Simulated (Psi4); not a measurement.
# H2SO2 (SMILES O=[SH2]=O): PBE/cc-pVQZ (density fitting, sweep point 6)

Aim: the vertical ionisation energy of H2SO2 at PBE/cc-pVQZ (density fitting, sweep point 6), from 2 runs. 

Program for the calculation: Psi4 1.11.

## Step 1: The structure to begin with

The species is H2SO2 (5 atoms), meant as a singlet with charge 0. SMILES: `O=[SH2]=O`. The shape is that of a GFN2-xTB optimisation.

Bond lengths: O1–S2 1.425 Å, S2–O3 1.425 Å, S2–H4 1.399 Å, S2–H5 1.399 Å. Angles: O1–S2–O3 121.4°, O1–S2–H4 107.9°, O1–S2–H5 107.9°, O3–S2–H4 107.9°, O3–S2–H5 107.9°, H4–S2–H5 102.1°.

## Step 2: The energy at PBE/cc-pVQZ (density fitting, sweep point 6)

File h2o2s.py:

```python
import psi4

psi4.set_memory(1600000000)
psi4.set_num_threads(1)
psi4.core.set_output_file('h2o2s.out', False)

m = psi4.geometry("""
O     -1.86400695     0.52122426     1.97183472
S      0.02537902    -0.02672073     0.13282885
O      2.39887503    -1.08901137     0.83291569
H     -1.05563881    -1.59147065    -1.70326685
H      0.49539170     2.18597849    -1.23431241
units bohr
symmetry c1
""")

psi4.set_options(dict(basis='cc-pVQZ', puream=True, scf_type='df', dft_radial_points=99, dft_spherical_points=590))

energy_value = psi4.energy("pbe", molecule=m)
print('E =', round(energy_value, 9))
for k, v in sorted(psi4.core.scalar_variables().items()):
    print(f'{k:45s} {v:18.10f}')
```

Started as:

```sh
$ python h2o2s.py
```

h2o2s.out, cut to the lines that bear on the results:

```text
[...]
  Running in c1 symmetry.
[...]
  Nuclear repulsion =  128.453435959116547
[...]
  Multiplicity = 1
[...]
  Nalpha       = 17
  Nbeta        = 17
[...]
    Number of basis functions: 229
[...]
   @DF-RKS iter   1:  -549.21863827443735    6.07745e-01   4.34343e-03 DIIS/ADIIS
[...]
   @DF-RKS iter  10:  -549.55697999343874   -2.79794e-08   1.08106e-07 DIIS
[...]
    Orbital Energies [Eh]
    ---------------------
    Doubly Occupied:
       1A    -88.283259     2A    -18.764505     3A    -18.764501
       4A     -7.854622     5A     -5.876859     6A     -5.876476
       7A     -5.875494     8A     -1.051090     9A     -0.951389
      10A     -0.646247    11A     -0.514944    12A     -0.458080
      13A     -0.421107    14A     -0.323633    15A     -0.312470
      16A     -0.298789    17A     -0.285814
[...]
  @DF-RKS Final Energy:  -549.55697999343874
   => Energetics <=
    Nuclear Repulsion Energy =            128.4534359591165469
    One-Electron Energy =               -1012.1208633746294936
    Two-Electron Energy =                 377.4717559749172437
    DFT Exchange-Correlation Energy =     -43.3613085528430702
    Empirical Dispersion Energy =           0.0000000000000000
    VV10 Nonlocal Energy =                  0.0000000000000000
    Total Energy =                       -549.5569799934387447
[...]
 Multipole Moments:
 ------------------------------------------------------------------------------------
     Multipole            Electronic (a.u.)      Nuclear  (a.u.)        Total (a.u.)
 ------------------------------------------------------------------------------------
 L = 1.  Multiply by 2.5417464519 to convert [e a0] to [Debye]
 Dipole X            :          0.1912357           -0.4111230           -0.2198874
 Dipole Y            :         -0.2024815            0.4362153            0.2337338
 Dipole Z            :          1.0022243           -2.1556109           -1.1533865
 Magnitude           :                                                    1.1971978
[...]
```

Standard output:

```text
E = -549.556979993
CURRENT ENERGY                                   -549.5569799934
CURRENT REFERENCE ENERGY                         -549.5569799934
DD SOLVATION ENERGY                                 0.0000000000
DFT FUNCTIONAL TOTAL ENERGY                      -549.5569799934
DFT TOTAL ENERGY                                 -549.5569799934
DFT VV10 ENERGY                                     0.0000000000
DFT XC ENERGY                                     -43.3613085528
GRID ELECTRONS ALPHA                               16.9999999480
GRID ELECTRONS BETA                                16.9999999480
GRID ELECTRONS TOTAL                               33.9999998961
NUCLEAR REPULSION ENERGY                          128.4534359591
ONE-ELECTRON ENERGY                             -1012.1208633746
PCM POLARIZATION ENERGY                             0.0000000000
PE ENERGY                                           0.0000000000
SCF ITERATION ENERGY                             -549.5569799934
SCF ITERATIONS                                     10.0000000000
SCF TOTAL ENERGY                                 -549.5569799934
TWO-ELECTRON ENERGY                               377.4717559749
XC GRID RADIAL POINTS                              99.0000000000
XC GRID SPHERICAL POINTS                          590.0000000000
XC GRID TOTAL POINTS                           279639.0000000000
```

Run time: 27 s. Hardware: 1 thread of Intel Xeon Platinum 8488C (Sapphire Rapids), shared host; peak memory 1.2 GiB.

## Step 3: The doublet cation at the same level

File run.py:

```python
import psi4

psi4.set_memory(1600000000)
psi4.set_num_threads(1)
psi4.set_output_file('psi4.out', False)

m = psi4.geometry("""
1 2
O     -1.86400695     0.52122426     1.97183472
S      0.02537902    -0.02672073     0.13282885
O      2.39887503    -1.08901137     0.83291569
H     -1.05563881    -1.59147065    -1.70326685
H      0.49539170     2.18597849    -1.23431241
units au
symmetry c1
""")

psi4.set_options({
    'reference': 'uks',
    'puream': True,
    'scf_type': 'df',
    'dft_radial_points': 99,
    'dft_spherical_points': 590,
    'maxiter': 150,
})

e, wfn = psi4.energy("pbe/cc-pVQZ", return_wfn=True)
print(f'total energy {e:.8f} hartree = {e * 27.211386:.5f} eV')
```

Started as:

```sh
$ python run.py
```

psi4.out, cut to the lines that bear on the results:

```text
[...]
  Running in c1 symmetry.
[...]
  Nuclear repulsion =  128.453435959116547
[...]
  Multiplicity = 2
[...]
  Nalpha       = 17
  Nbeta        = 16
[...]
    Number of basis functions: 229
[...]
   @DF-UKS iter   1:  -548.89870829731603    9.27675e-01   3.55870e-03 DIIS/ADIIS
[...]
   @DF-UKS iter   9:  -549.13312077517833   -7.71840e-07   7.52424e-07 DIIS
[...]
   @S^2 Observed:                7.537492747E-01
[...]
    Orbital Energies [Eh]
    ---------------------
    Alpha Occupied:
       1A    -88.577537     2A    -19.088983     3A    -19.088977
       4A     -8.153875     5A     -6.175717     6A     -6.175381
       7A     -6.173956     8A     -1.362163     9A     -1.264867
      10A     -0.953319    11A     -0.823387    12A     -0.752666
      13A     -0.713923    14A     -0.631096    15A     -0.619506
      16A     -0.602849    17A     -0.593999
    Alpha Virtual:
      18A     -0.312753    19A     -0.290309    20A     -0.272493
      21A     -0.265068    22A     -0.102006    23A     -0.100353
      24A     -0.065493    25A     -0.037455    26A     -0.032880
[...]
  @DF-UKS Final Energy:  -549.13312077517833
   => Energetics <=
    Nuclear Repulsion Energy =            128.4534359591165469
    One-Electron Energy =               -1001.8887920832664804
    Two-Electron Energy =                 367.2982048744228791
    DFT Exchange-Correlation Energy =     -42.9959695254512013
    Empirical Dispersion Energy =           0.0000000000000000
    VV10 Nonlocal Energy =                  0.0000000000000000
    Total Energy =                       -549.1331207751783268
[...]
 Multipole Moments:
 ------------------------------------------------------------------------------------
     Multipole            Electronic (a.u.)      Nuclear  (a.u.)        Total (a.u.)
 ------------------------------------------------------------------------------------
 L = 1.  Multiply by 2.5417464519 to convert [e a0] to [Debye]
 Dipole X            :          0.1045247           -0.4111230           -0.3065983
 Dipole Y            :         -0.1107668            0.4362153            0.3254485
 Dipole Z            :          0.5478749           -2.1556109           -1.6077360
 Magnitude           :                                                    1.6687523
[...]
```

On the terminal:

```text
total energy -549.13312078 hartree = -14942.67331 eV
```

Run time: 37 s. Hardware: 1 thread of Intel Xeon Platinum 8488C (Sapphire Rapids), shared host; peak memory 1.2 GiB.

## Step 4: Summary of results

At PBE/cc-pVQZ (density fitting, sweep point 6):

```
                                          quantity          value
                       singlet H2SO2: total energy  -549.55698 Eh
                      singlet H2SO2: dipole moment         3.04 D
                        singlet H2SO2: HOMO energy       -7.78 eV
                        singlet H2SO2: LUMO energy       -1.41 eV
                      singlet H2SO2: HOMO–LUMO gap        6.36 eV
                      doublet cation: total energy  -549.13312 Eh
doublet cation: HOMO energy (highest over α and β)      -15.96 eV
 doublet cation: LUMO energy (lowest over α and β)      -15.33 eV
                              doublet cation: ⟨S²⟩          0.754
vertical ionisation energy (to the doublet cation)      11.534 eV
```

What this shows: Removing an electron at fixed nuclei costs 11.53 eV (266 kcal/mol). −ε(HOMO) before ionisation, 7.78 eV, is 3.76 eV below this ionisation energy.
